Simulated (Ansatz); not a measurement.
# Si$_{2}$, triplet: reading a ladder of total energies

Geometry: MP2(full)/6-31G*, from the G2/97 set.

```xyz
2

Si    0.0000    0.0000    0.0000
Si    0.0000    0.0000    2.2601
```

Basis 6-31G; Ansatz 0.2.0. Correlated methods freeze the noble-gas cores, which leaves 8 electrons in 16 orbitals. Prefix R: restricted or restricted open-shell reference; prefix U: unrestricted.

Full CI is exact within this basis and frozen core; it isn't the basis-set limit. The frozen core follows each run's orbitals, which can shift R against U totals by a few meV.

The cluster runs stand on a determinant 0.35 eV above the lowest UHF solution, chosen by trial CCSD; the correlation energy below is counted from it.

Runs differ by some tens of microhartree through their thresholds and, for an open shell, their frozen cores, so steps under 0.1 kcal/mol mean nothing.

```
                                 level  total energy (hartree)
UHF determinant under the cluster runs             -577.671495
                                  UMP2             -577.763417
                                 UCCSD             -577.780305
                              UCCSD(T)             -577.784729
                                UCCSDT             -577.785759
                             UCCSDT(Q)             -577.786961
                               UCCSDTQ             -577.787106
                               full CI             -577.787285
```

**Question.** What is the correlation energy at full CI, and what share of it do UMP2 and UCCSDTQ recover?

**Answer.** E(corr) = -577.787285 − (-577.671495) = -0.115790 hartree = -3.151 eV. UMP2: -0.091922 / -0.115790 = 79.39 %. UCCSDTQ: -0.115611 / -0.115790 = 99.85 %.

**Question.** By how many kcal/mol does UCCSD(T) miss full CI (1 hartree = 627.509 kcal/mol), and which steps make up the rest?

**Answer.** -577.784729 − (-577.787285) = 0.002556 hartree = 1.60 kcal/mol. Steps: UCCSDT − UCCSD(T) = -0.65, UCCSDT(Q) − UCCSDT = -0.75, UCCSDTQ − UCCSDT(Q) = -0.09, full CI − UCCSDTQ = -0.11 kcal/mol. With more than one leading determinant such errors change with state and geometry, and needn't cancel in differences.
